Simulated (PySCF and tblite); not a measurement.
Values are calculated unless marked as measured or tabulated.
System: C₃H₇NS, numbered as in [CH3:1]/[CH:2]=[N:3]/[S:4][CH3:5].

The path came from a restrained scan, a climbing-image band and a saddle search at GFN2-xTB; energies are PBE0/pcSseg-1 + D3(BJ)//GFN2-xTB, thermal terms GFN2-xTB. Rate constants are transition-state-theory values, counting equivalent paths, without tunnelling. (PySCF 2.14 with density fitting, tblite 0.8.)

(1) How high is the barrier to the planar inversion at N3 (torsion C1–C2–N3–S4 from 180° to 0°), through which structure does it pass, and what rate follows at 298 K?

Answers

(1) The electronic barrier is 18.8 kcal/mol and ΔG‡(298 K) 18.5 kcal/mol, over a Cs saddle with an imaginary mode of 280i cm⁻¹ (GFN2-xTB). With 1 equivalent path, k is 0.18 s⁻¹, a mean lifetime of the start of 5.5 s against this motion. The end lies 6.6 kcal/mol above the start in free energy.
